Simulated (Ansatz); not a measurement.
Calculated with Ansatz (gas phase, PBE0-D4/def2-TZVP geometries, no zero-point term in ΔE). CBS: MP2 limit from def2 TZ/QZ plus the TZ coupled-cluster correction, frozen cores. This one scheme is used for every species, atoms too. DFT in def2-TZVPP. B3LYP here is the variant with VWN-RPA as its local correlation; programs differ in this. HSE06 is defined as in plane-wave codes. No spin–orbit coupling; open shells (•) take unrestricted orbitals. Spin–orbit coupling would lower the free atoms: a little for C, F. One conformer a species, not always the lowest.

Consider the atomization: `CCCCF` → 4 C• + F• + 9 H•.

| level | ΔE (kcal/mol) | difference from CCSD(T)/CBS |
| --- | --- | --- |
| LDA (SPW92) | 1489.1 | 179.6 |
| PBE-D4 | 1333.8 | 24.3 |
| revPBE-D4 | 1304.6 | -4.9 |
| BLYP-D4 | 1303.9 | -5.6 |
| r2SCAN-D4 | 1311.8 | 2.3 |
| B97M-V | 1310.5 | 1.0 |
| PBE0-D4 | 1316.8 | 7.3 |
| B3LYP-D4 | 1310.0 | 0.5 |
| r2SCANh-D4 | 1306.4 | -3.1 |
| r2SCAN0-D4 | 1298.7 | -10.8 |
| HSE06-D4 | 1317.6 | 8.1 |
| BHLYP-D4 | 1279.1 | -30.4 |
| CAM-B3LYP-D4 | 1317.1 | 7.6 |
| ωB97X-V | 1311.3 | 1.8 |
| ωB97M-V | 1312.6 | 3.1 |
| B2PLYP | 1298.0 | -11.5 |
| PBE-QIDH | 1307.0 | -2.5 |
| revPBE | 1286.1 | -23.4 |
| BLYP | 1292.3 | -17.2 |
| r2SCAN | 1310.5 | 1.0 |
| B3LYP | 1302.0 | -7.5 |
| r2SCANh | 1305.0 | -4.5 |
| r2SCAN0 | 1297.2 | -12.3 |
| HSE06 | 1313.7 | 4.2 |
| BHLYP | 1273.7 | -35.8 |
| CAM-B3LYP | 1312.9 | 3.4 |
| LC-ωPBE | 1310.0 | 0.5 |
| HF/def2-SVP | 1004.2 | -305.3 |
| MP2/def2-SVP | 1268.1 | -41.4 |
| CCSD/def2-SVP | 1250.6 | -58.9 |
| CCSD(T)/def2-SVP | 1260.5 | -49.0 |
| HF/def2-TZVPP | 988.6 | -320.9 |
| MP2/def2-TZVPP | 1295.8 | -13.7 |
| SCS-MP2/def2-TZVPP | 1291.6 | -17.9 |
| CCSD(T)/def2-TZVPP | 1282.1 | -27.4 |
| HF/def2-QZVPP | 989.6 | -319.9 |
| MP2/def2-QZVPP | 1311.9 | 2.4 |
| HF/CBS(def2) | 989.8 | -319.7 |
| MP2/CBS(def2) | 1323.2 | 13.7 |
| CCSD/CBS(def2) | 1294.6 | -14.9 |
| CCSD(T)/CBS | 1309.5 | 0 |

Largest T1 diagnostic among the species: 0.009.

From PBE to PBE0 (25 % exact exchange), in def2-TZVPP and without D4, ΔE moves by −16.2 kcal/mol: exact exchange takes away binding that semilocal exchange gives to molecules. In def2-TZVPP, CCSD(T) changes the Hartree–Fock value by +293.5 kcal/mol (the triples alone add +14.9 kcal/mol) and MP2 by +307.3 kcal/mol; breaking electron pairs costs correlation energy, which Hartree–Fock lacks. At CCSD(T), def2-SVP lies −49.0 kcal/mol from the extrapolated value and def2-TZVPP −27.4 kcal/mol: correlation converges slowly with the basis, and small sets miss more of it in the bonded molecule than in its fragments.

For atomizations the MP2-based limit and the directly extrapolated one differ by several kJ/mol either way, and by 10 to 25 for some Ge, Se and Sn compounds, so smaller differences from it don't rank the levels.
